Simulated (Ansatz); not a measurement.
# BClH2: two geometries relaxed

Are the two ends of the reaction (reductive elimination) separate minima, and which lies lower? Each is relaxed from a guess. Meant to form: H2–Cl3; to break: B1–H2, B1–Cl3. The start is a guess near the saddle point, from which both ends are pulled out.

Method: RKS PBE/6-31G*, in Ansatz 0.2.0.

## Step 1: The starting structure

Bond lengths: B1–Cl3 2.060 Å, B1–H4 1.190 Å. Angles: Cl3–B1–H4 155.3°.

As a file:

```xyz
4

B     0.0000    0.0000    0.0000
H     0.5157    0.0000    1.2908
Cl    2.0511    0.0000    0.1912
H    -1.0305    0.0000   -0.5950
```

## Step 2: Pulling towards end A

Springs on the bonds that form and break draw the guess towards this end; the thresholds are loose.

Input file input.yaml:

```yaml
crystal:
  periodic: [false, false, false]
  atoms:
    - { symbol: B, position_ang: [0.0, 0.0, 0.0] }
    - { symbol: H, position_ang: [0.5157, 0.0, 1.2908] }
    - { symbol: Cl, position_ang: [2.0511, 0.0, 0.1912] }
    - { symbol: H, position_ang: [-1.0305, 0.0, -0.595] }
basis:
  gaussian: { orbitals: "6-31G*" }
hamiltonian:
  xc: pbe
relax:
  f_tol: 0.15
  max_steps: 25
  restrain:
    - { distance: [1, 2], at: 2.57, k: 30.0 }
    - { distance: [0, 1], at: 1.19, k: 30.0 }
    - { distance: [0, 2], at: 1.86, k: 30.0 }
```

On the command line:

```sh
$ ansatz run input.yaml --threads 1 --pin off --max-ram 2048MiB --backend cpu --events-out ev --progress --plain --runs-dir out
```

Standard output, shortened:

```text
Warning: RAYON_NUM_THREADS=1 ignored (pool sized by the plan → 1); use --threads N
[...]
Functional definition: PBE
[...]
460 factors; their error is unknown
[...]
mean field -13221.84338649 eV, -485.8937823661 hartree, gradient 6.2e-5 eV, S^2 0.000000; 0 other end points of the search recorded, 0 dependent functions left out
[...]
reference -13221.84340772 eV, -485.8937831463 hartree; 12, 12 occupied and 26, 26 virtual orbitals, 460 factors
relax step   1: F+E_penalty+E_count = -13221.84338649 eV  Δ(F+E_penalty+E_count) = +0.000e0 eV  max|allowed force component| = 5.352e0 eV/Å  E_restraint = 8.16584853 eV  max|allowed force component, restraints' pulls added| = 2.303e1 eV/Å  Δτ_max = 0.0000 Å  (24 SCF iters, accepted)
[...]
relax step   5: F+E_penalty+E_count = -13224.88216477 eV  Δ(F+E_penalty+E_count) = -7.118e-2 eV  max|allowed force component| = 1.147e0 eV/Å  E_restraint = 0.02994895 eV  max|allowed force component, restraints' pulls added| = 3.044e-1 eV/Å  Δτ_max = 0.0491 Å  (27 SCF iters, accepted)
[...]
relax step   6: F+E_penalty+E_count = -13224.88580170 eV  Δ(F+E_penalty+E_count) = -3.637e-3 eV  max|allowed force component| = 1.258e0 eV/Å  E_restraint = 0.02872369 eV  max|allowed force component, restraints' pulls added| = 2.815e-2 eV/Å  Δτ_max = 0.0200 Å  (27 SCF iters, accepted)
  distance H 1 - Cl 2 = 2.5732 Å
  distance B 0 - H 1 = 1.1926 Å
  distance B 0 - Cl 2 = 1.8164 Å
460 factors; their error is unknown
[...]
mean field -13224.88580170 eV, -486.0055890628 hartree, gradient 1.3e-5 eV, S^2 0.000000; 1 other end points of the search recorded, 0 dependent functions left out
[...]
reference -13224.88582196 eV, -486.0055898074 hartree; 12, 12 occupied and 26, 26 virtual orbitals, 460 factors
Total energy: -13224.88582196 eV, -486.0055898074 hartree
Atom 0 at     0.206913    -0.000000     0.274196 Å, force     1.258435    -0.000000    -0.463261 eV/Å
Atom 1 at     0.023711     0.000000     1.452597 Å, force    -0.078663    -0.000000     0.128845 eV/Å
Atom 2 at     1.942409     0.000000    -0.261964 Å, force    -1.206470     0.000000     0.324585 eV/Å
Atom 3 at    -0.636733     0.000000    -0.577829 Å, force     0.026697     0.000000     0.009831 eV/Å
Dipole moment:    -0.176066     0.000000     0.054120 e Å
```

It took 3.5 s on 1 thread of Arm Neoverse V2, shared host; peak memory 0.096 GiB.

Relaxation path:

| step | energy from step 1 (eV) | largest force component (eV/Å) |
| --- | --- | --- |
| 1 | 0.0000 | 5.3517 |
| 2 | -1.4111 | 3.1559 |
| 3 | -2.4293 | 2.5649 |
| 4 | -2.9676 | 1.6185 |
| 5 | -3.0388 | 1.1467 |
| 6 | -3.0424 | 1.2584 |

Step 1 is the start. Energies and forces in the table leave out the springs, which the log lists apart; the run stops on the force with the springs' pull added.

After: Bond lengths: B1–H2 1.193 Å, B1–Cl3 1.816 Å, B1–H4 1.199 Å. Angles: H2–B1–Cl3 116.0°, H2–B1–H4 126.4°, Cl3–B1–H4 117.5°.

Pairs that crossed the distance rule for bonds on the way: came closer B1–H2.

## Step 3: End point A

It starts where the restrained run ended.

Input file input.yaml:

```yaml
crystal:
  periodic: [false, false, false]
  atoms:
    - { symbol: B, position_ang: [0.206913, 0.0, 0.274196] }
    - { symbol: H, position_ang: [0.023711, 0.0, 1.452597] }
    - { symbol: Cl, position_ang: [1.942409, 0.0, -0.261964] }
    - { symbol: H, position_ang: [-0.636733, 0.0, -0.577829] }
basis:
  gaussian: { orbitals: "6-31G*" }
hamiltonian:
  xc: pbe
relax:
  f_tol: 0.03
  max_steps: 50
```

On the command line:

```sh
$ ansatz run input.yaml --threads 1 --pin off --max-ram 2048MiB --backend cpu --events-out ev --progress --plain --runs-dir out
```

Standard output, shortened:

```text
Warning: RAYON_NUM_THREADS=1 ignored (pool sized by the plan → 1); use --threads N
[...]
Functional definition: PBE
[...]
460 factors; their error is unknown
[...]
mean field -13224.88582090 eV, -486.0055897685 hartree, gradient 4.1e-5 eV, S^2 0.000000; 0 other end points of the search recorded, 0 dependent functions left out
[...]
reference -13224.88584152 eV, -486.0055905261 hartree; 12, 12 occupied and 26, 26 virtual orbitals, 460 factors
relax step   1: F+E_penalty+E_count = -13224.88582090 eV  Δ(F+E_penalty+E_count) = +0.000e0 eV  max|allowed force component| = 1.258e0 eV/Å  Δτ_max = 0.0000 Å  (23 SCF iters, accepted)
[...]
relax step   3: F+E_penalty+E_count = -13224.93072622 eV  Δ(F+E_penalty+E_count) = -1.384e-2 eV  max|allowed force component| = 9.374e-2 eV/Å  Δτ_max = 0.0212 Å  (27 SCF iters, accepted)
[...]
relax step   4: F+E_penalty+E_count = -13224.93097392 eV  Δ(F+E_penalty+E_count) = -2.477e-4 eV  max|allowed force component| = 8.524e-3 eV/Å  Δτ_max = 0.0038 Å  (28 SCF iters, accepted)
460 factors; their error is unknown
mean field -13224.93097392 eV, -486.0072491115 hartree, gradient 1.4e-5 eV, S^2 0.000000; 1 other end points of the search recorded, 0 dependent functions left out
[...]
reference -13224.93099442 eV, -486.0072498647 hartree; 12, 12 occupied and 26, 26 virtual orbitals, 460 factors
Total energy: -13224.93099442 eV, -486.0072498647 hartree
Atom 0 at     0.234566     0.000000     0.269110 Å, force     0.008524     0.000000    -0.000618 eV/Å
Atom 1 at     0.018742    -0.000000     1.449679 Å, force    -0.003853    -0.000000    -0.000218 eV/Å
Atom 2 at     1.903525    -0.000000    -0.259050 Å, force     0.002582     0.000000     0.000341 eV/Å
Atom 3 at    -0.620533    -0.000000    -0.572739 Å, force    -0.007253    -0.000000     0.000495 eV/Å
Dipole moment:    -0.114420    -0.000000     0.036209 e Å
```

It took 2.4 s on 1 thread of Arm Neoverse V2, shared host; peak memory 0.095 GiB.

Step by step:

```csv
step,energy from step 1 (eV),largest force component (eV/Å)
1,0.0000,1.2583
2,-0.0311,0.7744
3,-0.0449,0.0937
4,-0.0452,0.0085
```

Step 1 is the start.

After: Bond lengths: B1–H2 1.200 Å, B1–Cl3 1.751 Å, B1–H4 1.200 Å. Angles: H2–B1–Cl3 117.9°, H2–B1–H4 124.2°, Cl3–B1–H4 117.9°.

## Step 4: Pulling towards end B

Springs on the bonds that form and break draw the guess towards this end; the thresholds are loose.

Input file input.yaml:

```yaml
crystal:
  periodic: [false, false, false]
  atoms:
    - { symbol: B, position_ang: [0.0, 0.0, 0.0] }
    - { symbol: H, position_ang: [0.5157, 0.0, 1.2908] }
    - { symbol: Cl, position_ang: [2.0511, 0.0, 0.1912] }
    - { symbol: H, position_ang: [-1.0305, 0.0, -0.595] }
basis:
  gaussian: { orbitals: "6-31G*" }
hamiltonian:
  xc: pbe
relax:
  f_tol: 0.15
  max_steps: 25
  restrain:
    - { distance: [1, 2], at: 1.37, k: 30.0 }
    - { distance: [0, 1], at: 2.39, k: 30.0 }
    - { distance: [0, 2], at: 3.06, k: 30.0 }
output:
  orbitals: {}
```

On the command line:

```sh
$ ansatz run input.yaml --threads 1 --pin off --max-ram 2048MiB --backend cpu --events-out ev --progress --plain --runs-dir out
```

Standard output, shortened:

```text
Warning: RAYON_NUM_THREADS=1 ignored (pool sized by the plan → 1); use --threads N
[...]
Functional definition: PBE
[...]
460 factors; their error is unknown
[...]
mean field -13221.84338649 eV, -485.8937823661 hartree, gradient 6.2e-5 eV, S^2 0.000000; 0 other end points of the search recorded, 0 dependent functions left out
[...]
reference -13221.84340772 eV, -485.8937831463 hartree; 12, 12 occupied and 26, 26 virtual orbitals, 460 factors
relax step   1: F+E_penalty+E_count = -13221.84338649 eV  Δ(F+E_penalty+E_count) = +0.000e0 eV  max|allowed force component| = 5.352e0 eV/Å  E_restraint = 34.03332291 eV  max|allowed force component, restraints' pulls added| = 3.693e1 eV/Å  Δτ_max = 0.0000 Å  (24 SCF iters, accepted)
[...]
  distance H 1 - Cl 2 = 1.3458 Å
  distance B 0 - H 1 = 2.3796 Å
  distance B 0 - Cl 2 = 3.0612 Å
460 factors; their error is unknown
[...]
mean field -13219.95345078 eV, -485.8243285098 hartree, gradient 2.4e-5 eV, S^2 0.000000; 1 other end points of the search recorded, 0 dependent functions left out
[...]
reference -13219.95347483 eV, -485.8243293938 hartree; 12, 12 occupied and 26, 26 virtual orbitals, 460 factors
Total energy: -13219.95347483 eV, -485.8243293938 hartree
Atom 0 at    -0.858736     0.000000     0.170386 Å, force     0.225126     0.000000     0.188641 eV/Å
Atom 1 at     1.206631    -0.000000     1.352216 Å, force     0.240611    -0.000000    -0.649045 eV/Å
Atom 2 at     2.191041     0.000000     0.434493 Å, force    -0.468079     0.000000     0.489906 eV/Å
Atom 3 at    -1.002635    -0.000000    -1.070095 Å, force     0.002342    -0.000000    -0.029502 eV/Å
Dipole moment:    -0.252811    -0.000000    -0.067189 e Å
```

Wall time 6 s (1 thread of Arm Neoverse V2, shared host); peak memory 0.089 GiB.

Relaxation path:

```
step  energy from step 1 (eV)  largest force component (eV/Å)
   1                   0.0000                          5.3517
   2                   2.4809                          8.7016
   3                   4.2974                          9.7713
   4                   3.3494                          6.4027
   5                   2.1679                          2.3510
   6                   1.9529                          0.9254
   7                   1.8964                          0.6790
   8                   1.8986                          0.6661
   9                   1.8899                          0.6490
```

Step 1 is the start. Energies and forces in the table leave out the springs, which the log lists apart; the run stops on the force with the springs' pull added.

After: Bond lengths: H2–Cl3 1.346 Å, B1–H4 1.249 Å.

Pairs that crossed the distance rule for bonds on the way: came closer H2–Cl3; moved apart B1–Cl3.

## Step 5: End point B

It starts where the restrained run ended.

Input file input.yaml:

```yaml
crystal:
  periodic: [false, false, false]
  atoms:
    - { symbol: B, position_ang: [-0.858736, 0.0, 0.170386] }
    - { symbol: H, position_ang: [1.206631, 0.0, 1.352216] }
    - { symbol: Cl, position_ang: [2.191041, 0.0, 0.434493] }
    - { symbol: H, position_ang: [-1.002635, 0.0, -1.070095] }
basis:
  gaussian: { orbitals: "6-31G*" }
hamiltonian:
  xc: pbe
relax:
  f_tol: 0.03
  max_steps: 50
```

On the command line:

```sh
$ ansatz run input.yaml --threads 1 --pin off --max-ram 2048MiB --backend cpu --events-out ev --progress --plain --runs-dir out
```

Standard output, shortened:

```text
Warning: RAYON_NUM_THREADS=1 ignored (pool sized by the plan → 1); use --threads N
[...]
Functional definition: PBE
[...]
460 factors; their error is unknown
[...]
mean field -13219.95345519 eV, -485.8243286718 hartree, gradient 3.8e-5 eV, S^2 0.000000; 0 other end points of the search recorded, 0 dependent functions left out
[...]
reference -13219.95347912 eV, -485.8243295514 hartree; 12, 12 occupied and 26, 26 virtual orbitals, 460 factors
relax step   1: F+E_penalty+E_count = -13219.95345519 eV  Δ(F+E_penalty+E_count) = +0.000e0 eV  max|allowed force component| = 6.490e-1 eV/Å  Δτ_max = 0.0000 Å  (25 SCF iters, accepted)
[...]
relax step   4: F+E_penalty+E_count = -13220.33462722 eV  Δ(F+E_penalty+E_count) = -1.167e-1 eV  max|allowed force component| = 1.634e0 eV/Å  Δτ_max = 0.0873 Å  (27 SCF iters, accepted)
[...]
relax step  14: F+E_penalty+E_count = -13224.93095829 eV  Δ(F+E_penalty+E_count) = -6.835e-5 eV  max|allowed force component| = 9.746e-3 eV/Å  Δτ_max = 0.0027 Å  (20 SCF iters, accepted)
460 factors; their error is unknown
[...]
mean field -13224.93095829 eV, -486.0072485370 hartree, gradient 8.4e-6 eV, S^2 0.000000; 1 other end points of the search recorded, 0 dependent functions left out
[...]
reference -13224.93097848 eV, -486.0072492790 hartree; 12, 12 occupied and 26, 26 virtual orbitals, 460 factors
Total energy: -13224.93097848 eV, -486.0072492790 hartree
Atom 0 at     0.231391     0.000000     0.255705 Å, force    -0.006895     0.000000     0.001627 eV/Å
Atom 1 at    -0.087269    -0.000000     1.412873 Å, force    -0.001849    -0.000000    -0.002017 eV/Å
Atom 2 at     1.939795    -0.000000    -0.124206 Å, force     0.009746    -0.000000    -0.002117 eV/Å
Atom 3 at    -0.547617    -0.000000    -0.657372 Å, force    -0.001002    -0.000000     0.002507 eV/Å
Dipole moment:    -0.116613    -0.000000     0.025929 e Å
```

It took 7.5 s on 1 thread of Arm Neoverse V2, shared host; peak memory 0.096 GiB.

The steps of the relaxation:

```csv
step,energy from step 1 (eV),largest force component (eV/Å)
1,0.0000,0.6490
2,-0.1127,0.3140
3,-0.2644,1.0520
4,-0.3812,1.6343
5,-0.4886,1.7364
6,-1.0467,2.0692
7,-1.7292,2.9421
8,-2.6389,5.1118
9,-3.7679,5.0512
10,-4.6841,2.7100
11x,-4.6687,4.3957
12,-4.9579,0.8084
13,-4.9774,0.0305
14,-4.9775,0.0097
```

Step 1 is the start. 1 step was tried and not accepted (marked x).

After: Bond lengths: B1–H2 1.200 Å, B1–Cl3 1.750 Å, B1–H4 1.200 Å. Angles: H2–B1–Cl3 117.9°, H2–B1–H4 124.1°, Cl3–B1–H4 117.9°.

Pairs that crossed the distance rule for bonds on the way: came closer B1–H2, B1–Cl3; moved apart H2–Cl3.

## Step 6: Outcome

```
                           quantity                     value
                              end A   3 moves, 0.045 eV lower
                              end B  12 moves, 4.978 eV lower
largest difference between the ends                    0.00 Å
            end B relative to end A                 +0.000 eV
```

In words: The two relaxations end at one structure, within 0.00 Å: no second minimum was found from this start, which doesn't rule one out.
